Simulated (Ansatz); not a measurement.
# BO radical: geometry and frequencies at several levels

An exercise on one series of results from a longer session: the logs are not shown, and one member is left open.

Method: the levels named in each step, in Ansatz 0.2.0.

## The starting structure

Bond lengths: B1–O2 1.185 Å.

As a file:

```xyz
2

B     0.0000    0.0000    0.0000
O     0.0000    0.0000    1.1849
```

Set-up of the first run:

input.yaml

```yaml
crystal:
  periodic: [false, false, false]
  atoms:
    - { symbol: B, position_ang: [0.0, 0.0, -0.00784527] }
    - { symbol: O, position_ang: [0.0, 0.0, 1.19273527] }
magnetization:
  spin_polarized: true
  initial_magnetization: 1
basis:
  gaussian: { orbitals: def2-TZVPP }
hamiltonian:
  xc: pbe0
  dispersion: d4
phonons: {}
```

Launch:

```
> ansatz run input.yaml --threads 1 --pin off --max-ram 2560MiB --backend cpu --events-out ev --progress --plain --runs-dir out
```

Steps of the session up to this table: Frequencies, PBE0-D4/def2-TZVPP; Relaxation, PBE-D4/def2-TZVPP; Frequencies, PBE-D4/def2-TZVPP; Relaxation, r2SCAN-D4/def2-TZVPP; Frequencies, r2SCAN-D4/def2-TZVPP; Relaxation, B3LYP-D4/def2-TZVPP; Frequencies, B3LYP-D4/def2-TZVPP; Relaxation, B2PLYP/def2-TZVPP; Frequencies, B2PLYP/def2-TZVPP.

One table of the session follows, with a row left open; its other results are not shown here.

```
               level  B1–O2 (Å)  rotational constants (MHz)  dipole (D)  highest frequency (cm⁻¹)
  PBE0-D4/def2-TZVPP     1.2006                       53768        2.36                      1944
   PBE-D4/def2-TZVPP          ?                           ?           ?                         ?
r2SCAN-D4/def2-TZVPP     1.2060                       53285        2.32                      1907
 B3LYP-D4/def2-TZVPP     1.2021                       53634        2.38                      1924
   B2PLYP/def2-TZVPP     1.2083                       53085        2.32                      1881
```

Q: Estimate the row for PBE-D4/def2-TZVPP from the others.

As computed: B1–O2 (Å): 1.2146; rotational constants (MHz): 52538; dipole (D): 2.16; highest frequency (cm⁻¹): 1854. In the column «B1–O2 (Å)» it is the highest.
